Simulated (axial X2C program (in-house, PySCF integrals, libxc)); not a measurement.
**Worked dissociation energy of BS⁻: HF, spin-free**

All values were computed with an in-house all-electron X2C program for linear molecules (integrals from PySCF). Spin-free means the one-electron spin-free X2C Hamiltonian. Basis: S dyall-av3z [9s8p3d2f], B dyall-av3z [8s7p3d2f] (cores contracted in-house); Gaussian nuclei, density fitting, unrestricted open shells. Masses: S 31.972 u, B 11.009 u.

Molecular state: M_S = 0, Λ = 0 (closed shell).

```
E(S-) (2M_S = 1, M_L = 0) : -398.629525 hartree
E(B) (2M_S = 1, M_L = 0)  : -24.539836 hartree
E(BS⁻) at Re              : -423.330945 hartree
ωe                        : 1027.0 cm⁻¹
ωexe                      : 4.96 cm⁻¹
```

Q: Work out De and D0.

A: De = -398.629525 + (-24.539836) − (-423.330945) = 0.16158 hartree = 4.397 eV. The zero-point energy is ωe/2 − ωexe/4 = 512 cm⁻¹ = 0.064 eV, so D0 = 4.333 eV.

One determinant describes the state; a PBE0 search over occupations chose it and may have missed a lower one. The closed shell is kept restricted, so the energy runs too high when the bond is stretched far. Dissociation energies refer to the lowest single-determinant-based atoms at the same level and basis. Hartree–Fock gets electron affinities wrong, so its lowest charge split need not be the true one.

Hartree–Fock lacks correlation and underbinds, often by eV.

Each atomic determinant is the lowest at this level and need not be a pure term. Totals compare only within one Hamiltonian and basis.
